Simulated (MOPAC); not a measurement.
MOPAC input (PM7):

```
PM7 FORCE THERMO(298,298) PRECISE LET GEO-OK AUX(PRECISION=9) THREADS=1
H2S

S     0.00165284 1    0.00027105 1    0.09259993 1
H    -0.00676151 1    0.99993737 1   -0.79822007 1
H    -0.02162429 1   -1.00459226 1   -0.79208744 1
```

Output:

```
 *******************************************************************************
 **                                                                           **
 **                              MOPAC v23.2.5                                **
 **                                                                           **
 *******************************************************************************
 ** MOPAC's Digital Object Identifier: https://doi.org/10.5281/zenodo.6511958 **
 **                                                                           **
 ** Please cite the open-source release paper for use of this MOPAC version:  **
 ** J. E. Moussa and J. J. P. Stewart (2026)                                  **
 ** MOPAC: An open-source semiempirical molecular orbital program             **
 ** J. Open Source Softw., 11(119), 8025, https://doi.org/10.21105/joss.08025 **
 *******************************************************************************

                              PM7 CALCULATION RESULTS

 *******************************************************************************
 *  PM7        - The PM7 Hamiltonian to be used
 *  GEO-OK     - OVERRIDE INTERATOMIC DISTANCE AND OTHER SAFETY CHECKS
 *  LET        - OVERRIDE SOME SAFETY CHECKS
 *  PRECISE    - TIGHTER CRITERIA TO BE USED
 *  FORCE      - FORCE CALCULATION SPECIFIED
 *  AUX        - OUTPUT AUXILIARY INFORMATION
 *  THERMO     - THERMODYNAMIC QUANTITIES TO BE CALCULATED
 *******************************************************************************
PM7 FORCE THERMO(298,298) PRECISE LET GEO-OK AUX(PRECISION=9) THREADS=1
 H2S

   ATOM   CHEMICAL          X               Y               Z
  NUMBER   SYMBOL      (ANGSTROMS)     (ANGSTROMS)     (ANGSTROMS)

     1       S          0.00165284  *   0.00027105  *   0.09259993  *
     2       H         -0.00676151  *   0.99993737  *  -0.79822007  *
     3       H         -0.02162429  *  -1.00459226  *  -0.79208744  *

          CARTESIAN COORDINATES

    NO.       ATOM           X           Y           Z

     1         S          0.0017      0.0003      0.0926
     2         H         -0.0068      0.9999     -0.7982
     3         H         -0.0216     -1.0046     -0.7921

 General Reference for PM7:
 "Optimization of Parameters for Semiempirical Methods VI: More Modifications to the
 NDDO Approximations and Re-optimization of Parameters", J. J. P. Stewart, J. Mol. Mod., 1:32, 19 (2013)
 https://link.springer.com/article/10.1007/s00894-012-1667-x

           Empirical Formula: H2 S  =     3 atoms

      MOLECULAR POINT GROUP   :   C2v

      RHF CALCULATION, NO. OF DOUBLY OCCUPIED LEVELS = 4

          HEAT OF FORMATION =      -3.514089 KCALS/MOLE

          CARTESIAN COORDINATE DERIVATIVES

   NUMBER  ATOM         X            Y            Z

     1       S      0.008279     0.009343     0.000000
     2       H     -0.000667    -0.007749     0.000000
     3       H     -0.007612    -0.001594     0.000000

 DIPOLE           X         Y         Z       TOTAL
 POINT-CHG.     0.936     1.056    -0.000     1.411
 HYBRID         0.254     0.287     0.000     0.383
 SUM            1.190     1.344    -0.000     1.795

          GRADIENT NORM =   0.01664

          MOLECULAR WEIGHT =   34.08

          ROTATIONAL CONSTANTS IN CM(-1)

          A =   11.27468894   B =    8.32446145   C =    4.78876439

           PRINCIPAL MOMENTS OF INERTIA IN UNITS OF 10**(-40)*GRAM-CM**2

          A =        2.4828   B =        3.3627   C =        5.8455

          ORIENTATION OF MOLECULE IN FORCE CALCULATION

    NO.       ATOM         X         Y         Z

     1          S      -0.0348   -0.0393    0.0000
     2          H       1.3042   -0.0393    0.0000
     3          H      -0.1963    1.2899   -0.0000

    FIRST DERIVATIVES WILL BE USED IN THE CALCULATION OF SECOND DERIVATIVES

    FOR POINT-GROUP C2v  THERE ARE   4 UNIQUE SYMMETRY FUNCTIONS.


(To convert to Hartree/Bohr^2, multiply by (10^(-21) x N x a0^2)/(4.184 x 627.51) =  0.0642)

           FORCE MATRIX IN MILLIDYNES/ANGSTROM

                  S  1       H  2       H  3
 ------------------------------------------
     S    1   5.686474
     H    2   3.703311   3.735130
     H    3   3.704005   0.351444   3.735130

          HEAT OF FORMATION =      -3.514089 KCALS/MOLE

          ZERO POINT ENERGY       8.827 KCAL/MOL

           NORMAL COORDINATE ANALYSIS (Total motion = 1 Angstrom)

   Root No.       1         2         3

                 1 A1      1 B2      2 A1

                1092.5    2529.5    2552.7

           1   -0.0151   -0.0172   -0.0133
           2   -0.0170    0.0152   -0.0150
           3    0.0000   -0.0000    0.0000
           4   -0.0058    0.4885    0.4899
           5    0.4886   -0.0000   -0.0090
           6   -0.0000   -0.0000    0.0000
           7    0.4857    0.0589   -0.0681
           8    0.0532   -0.4849    0.4853
           9   -0.0000    0.0000   -0.0000

           MASS-WEIGHTED COORDINATE ANALYSIS (NORMAL COORDINATES)

   Root No.       1         2         3

                 1 A1      1 B2      2 A1

                1092.5    2529.5    2552.7

           1   -0.1211   -0.1381   -0.1065
           2   -0.1367    0.1223   -0.1203
           3    0.0000   -0.0000    0.0000
           4   -0.0082    0.6950    0.6978
           5    0.6952   -0.0000   -0.0129
           6   -0.0000   -0.0000    0.0000
           7    0.6911    0.0838   -0.0969
           8    0.0757   -0.6899    0.6912
           9   -0.0000    0.0000   -0.0000

          DESCRIPTION OF VIBRATIONS

 VIBRATION          1    1A1         ATOM PAIR     ENERGY CONTRIBUTION    RADIAL
 FREQUENCY          1092.54         S 1 -- H 2         +50.0% ( 51.8%)      1.8%
 TRANSITION DIPOLE   0.0628         S 1 -- H 3         +50.0% ( 51.8%)      1.8%
 TRAVEL (Ang.)       0.3491
 REDUCED MASS        0.5065
 EFFECTIVE MASS      1.4458
 FORCE CONSTANT      0.3562

 VIBRATION          2    1B2         ATOM PAIR     ENERGY CONTRIBUTION    RADIAL
 FREQUENCY          2529.46         S 1 -- H 2         +50.0% ( 71.2%)     97.9%
 TRANSITION DIPOLE   0.8581         S 1 -- H 3         +50.0% ( 71.2%)     97.9%
 TRAVEL (Ang.)       0.2292
 REDUCED MASS        0.5074
 EFFECTIVE MASS      1.3513
 FORCE CONSTANT      1.9126

 VIBRATION          3    2A1         ATOM PAIR     ENERGY CONTRIBUTION    RADIAL
 FREQUENCY          2552.68         S 1 -- H 3         +50.0% ( 70.3%)     98.2%
 TRANSITION DIPOLE   0.6505         S 1 -- H 2         +50.0% ( 70.3%)     98.2%
 TRAVEL (Ang.)       0.2299
 REDUCED MASS        0.4996
 EFFECTIVE MASS      1.2672
 FORCE CONSTANT      1.9182

      SYMMETRY NUMBER FOR POINT-GROUP C2v =  2

          SYSTEM IS A GROUND STATE

 H2S

          MOLECULE IS NOT LINEAR

          THERE ARE  3 GENUINE VIBRATIONS IN THIS SYSTEM
          THIS THERMODYNAMICS CALCULATION IS LIMITED TO
          MOLECULES WHICH HAVE NO INTERNAL ROTATIONS

                    CALCULATED THERMODYNAMIC PROPERTIES
                                          *
   TEMP. (K)   PARTITION FUNCTION   H.O.F.    ENTHALPY  HEAT CAPACITY ENTROPY
                                   KCAL/MOL   CAL/MOLE    CAL/K/MOL  CAL/K/MOL

 298.00  VIB.     0.1005D+01                    16.1395     0.2888     0.0644
         ROT.     0.1246D+03                   888.2803     2.9808    12.5694
         INT.     0.1252D+03                   904.4198     3.2696    12.6337
         TRA.     0.1923D+27                  1480.4672     4.9680    36.5067
         TOT.                       -3.514    2384.8870     8.2376    49.1404

   *: NOTE: HEATS OF FORMATION ARE RELATIVE TO THE
            ELEMENTS IN THEIR STANDARD STATE AT 298K
              (=  Standard Enthalpy of Formation).

            Hvib:  Zero-point energy is not included.
                   frequencies of less than zero cm-1 are not included.
            Hrot = (3/2)RT
            Htra = (3/2)RT + pV = (5/2)RT

            Heat capacity is Cp, not Cv

          For more information, see: HTTP://OpenMOPAC.net/Manual/thermochemistry.html

           FORCE CONSTANT IN CARTESIAN COORDINATES (Millidynes/A)

    ATOM   CHEMICAL       X               Y               Z
   NUMBER   SYMBOL  FORCE CONSTANT  FORCE CONSTANT  FORCE CONSTANT

      1       S        4.030905        4.008983        0.000481
      2       H        3.719341        0.342818        0.000640
      3       H        0.401139        3.661019        0.000640

 **********************
 *                    *
 * JOB ENDED NORMALLY *
 *                    *
 **********************

 == MOPAC DONE ==
```
